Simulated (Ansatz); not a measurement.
Results of PBEsol (PAW; Ansatz, a program for electronic structure) for cubic perovskite BaTiO₃ (cubic high-temperature phase).

Settings: plane-wave cutoff 520 eV, 6×6×6 k mesh, no spin polarisation, scalar-relativistic PAW data made under PBE.

Cell (relaxed at this level):

```yaml
crystal:
  lattice:
    - [3.96998, 0.00000, 0.00000]
    - [0.00000, 3.96998, 0.00000]
    - [0.00000, 0.00000, 3.96998]
  atoms:
    - { symbol: Ba, position: [0.00000, 0.00000, 0.00000] }
    - { symbol: Ti, position: [0.50000, 0.50000, 0.50000] }
    - { symbol: O, position: [0.50000, 0.00000, 0.50000] }
    - { symbol: O, position: [0.00000, 0.50000, 0.50000] }
    - { symbol: O, position: [0.50000, 0.50000, 0.00000] }
```

Task: What does this level give for the Poisson ratio, Voigt–Reuss–Hill bulk modulus, elastic constant C11, Young modulus, elastic constant C12 and elastic constant C44?

Result: 
* **Poisson ratio**: 0.234
* **Voigt–Reuss–Hill bulk modulus**: 180 GPa
* **elastic constant C11**: 319 GPa
* **Young modulus**: 288 GPa
* **elastic constant C12**: 111 GPa
* **elastic constant C44**: 126 GPa

Note: the relaxation could not lower the start's symmetry, so the cell can be a saddle point above a distorted one.

Elastic constants are with the ions relaxed.

Spin–orbit coupling is not included.

Computed values are for the static lattice.

It cost around 60 core-seconds (rough) of CPU time.
